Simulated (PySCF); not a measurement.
NO2, SMILES [O]N=O (connectivity only; charge and spin as stated), charge -1, multiplicity 1. Atoms are numbered in the order given.

```xyz
3

O      0.0000     1.0699     0.2020
N      0.0000     0.0000    -0.4616
O      0.0000    -1.0699     0.2020
```
Charge -1, spin multiplicity 1.

Coordinates come from a r2SCAN-D4/def2-TZVPD optimisation. The spin state was assumed, not searched. The isomer is the one that the SMILES or the coordinates give; other isomers of the formula were not compared.

The numbers are results of r2SCAN-D4/def2-TZVPD run with PySCF 2.14.0, not measurements.

Harmonic, unscaled wavenumbers; measured fundamentals usually lie a few per cent lower.

```json
[
 {"mode": "1", "ν (cm⁻¹)": "798", "IR (km/mol)": "0.2", "moving atoms (share of kinetic energy)": "O 81 %, N 19 %"},
 {"mode": "2", "ν (cm⁻¹)": "1259", "IR (km/mol)": "744.9", "moving atoms (share of kinetic energy)": "N 62 %, O 38 %"},
 {"mode": "3", "ν (cm⁻¹)": "1319", "IR (km/mol)": "2.8", "moving atoms (share of kinetic energy)": "N 51 %, O 49 %"}
]
```
